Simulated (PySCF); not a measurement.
# Silicon: a sound run and one with changed settings

Sound run: Si [Ne] 3s2 3p2, Si+ [Ne] 3s2 3p1. Computed with PySCF 2.14 in x2c-SVPall, with the spin-free X2C one-electron Hamiltonian (Gaussian nucleus). In the sound run the correlated levels freeze [Ne]. The sound run starts from symmetry-adapted Hartree-Fock orbitals and uses a fine grid where one is needed.

Changed run: all electrons correlated in a basis built for the valence shell.

```
species   method  sound run (hartree)  changed run (hartree)  converged
     Si      MP2           -289.39163             -289.39903        yes
     Si  CCSD(T)           -289.41052             -289.41769        yes
    Si+      MP2           -289.10280             -289.11022        yes
    Si+  CCSD(T)           -289.12116             -289.12846        yes
```

Ionisation energy of Si:

```json
{"method": "UHF", "sound run (eV)": "7.633", "changed run (eV)": "7.633"}
{"method": "MP2", "sound run (eV)": "7.859", "changed run (eV)": "7.859"}
{"method": "SCS-MP2", "sound run (eV)": "7.792", "changed run (eV)": "7.791"}
{"method": "CCSD", "sound run (eV)": "7.865", "changed run (eV)": "7.862"}
{"method": "CCSD(T)", "sound run (eV)": "7.874", "changed run (eV)": "7.870"}
```

A valence basis has no tight correlating functions, so it recovers only part of the core correlation, and not evenly between atom and ion.

For comparison, NIST gives 8.152 eV between the lowest levels.
